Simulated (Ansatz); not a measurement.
Relaxation of BH4OSi (7 atoms, charge -1, multiplicity 1), to a largest force component of 0.015 eV/Å in at most 40 steps.

These are results of RKS PBE-D4/6-31G in Ansatz 0.2.0, not measurements.

```xyz
7
Properties=species:S:1:pos:R:3:forces:R:3
O -1.717 -1.333 0.620 -2.58 -0.03 0.87
B -0.530 -1.148 0.216 2.01 -1.38 -0.64
Si 0.281 0.670 -0.112 0.15 0.07 -0.03
H 0.267 -2.117 -0.027 0.09 0.35 -0.04
H 1.724 0.749 -0.496 0.86 -0.02 -0.23
H 0.274 1.666 0.995 -0.08 0.56 0.75
H -0.298 1.513 -1.196 -0.45 0.45 -0.68
```

Where does it end, and by what steps?

It converged. Limits of this set-up: no polarisation functions, an anion without diffuse functions, the dipole of an ion depends on the origin. After 7 steps the energy has fallen by 0.243 eV; H5 moved furthest, 0.22 Å.

```json
{"step": "0", "energy less start (eV)": "0.0000", "largest force component (eV/Å)": "2.577", "accepted": "yes"}
{"step": "1", "energy less start (eV)": "-0.1954", "largest force component (eV/Å)": "0.840", "accepted": "yes"}
{"step": "2", "energy less start (eV)": "-0.2360", "largest force component (eV/Å)": "0.301", "accepted": "yes"}
{"step": "3", "energy less start (eV)": "-0.2400", "largest force component (eV/Å)": "0.221", "accepted": "yes"}
{"step": "4", "energy less start (eV)": "-0.2407", "largest force component (eV/Å)": "0.169", "accepted": "yes"}
{"step": "5", "energy less start (eV)": "-0.2428", "largest force component (eV/Å)": "0.098", "accepted": "yes"}
{"step": "6", "energy less start (eV)": "-0.2431", "largest force component (eV/Å)": "0.110", "accepted": "yes"}
{"step": "7", "energy less start (eV)": "-0.2435", "largest force component (eV/Å)": "0.003", "accepted": "yes"}
```

```xyz
7
Properties=species:S:1:pos:R:3
O -1.784 -1.261 0.608
B -0.538 -1.264 0.221
Si 0.365 0.674 -0.135
H 0.218 -2.225 0.018
H 1.846 0.923 -0.554
H 0.255 1.647 1.063
H -0.362 1.504 -1.221
```

Run time: 9.9 s on 1 thread of Arm Neoverse V2 (shared host), peak memory 0.12 GiB.
